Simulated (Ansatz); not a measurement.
C2H3NO can be A, `OC1=NC1`, or B, `C1=NCO1`.

Calculated with Ansatz (gas phase, PBE0-D4/def2-TZVP geometries, no zero-point term in ΔE). CCSD(T)/CBS is the MP2 limit (def2-TZVPP, def2-QZVPP) plus CCSD(T) − MP2 in def2-TZVPP, frozen cores. DFT in def2-TZVPP. B3LYP here is the variant with VWN-RPA as its local correlation; programs differ in this. One conformer a species, not always the lowest.

Question: Which is lower in electronic energy at CCSD(T)/CBS, and by how much? (Best estimate.)

Answer: Computed: B, by 7.6 kcal/mol.

Question: Give E(B) − E(A) in kcal/mol with LDA (SPW92), HF/def2-TZVPP, MP2/def2-TZVPP, B3LYP-D4, B3LYP, BLYP-D4, PBE0-D4. (Best estimate.)

Answer: Ansatz gave: LDA (SPW92) -7.3, HF/def2-TZVPP -7.6, MP2/def2-TZVPP -6.1, B3LYP-D4 -6.0, B3LYP -5.9, BLYP-D4 -5.5, PBE0-D4 -6.4. None reverses the order clearly.

Question: Does the order hold for the free energy at 298.15 K (harmonic terms from PBE0-D4)? (An estimate is asked.)

Answer: The calculation gave: Yes: G(B) − G(A) = -6.6 kcal/mol, for one conformer each.

Largest T1 diagnostic: 0.015.

At CCSD(T), def2-SVP lies +1.1 kcal/mol from the extrapolated value and def2-TZVPP −0.1 kcal/mol. From BLYP to BHLYP (50 % exact exchange), in def2-TZVPP and without D4, E(B) − E(A) moves by −1.5 kcal/mol.
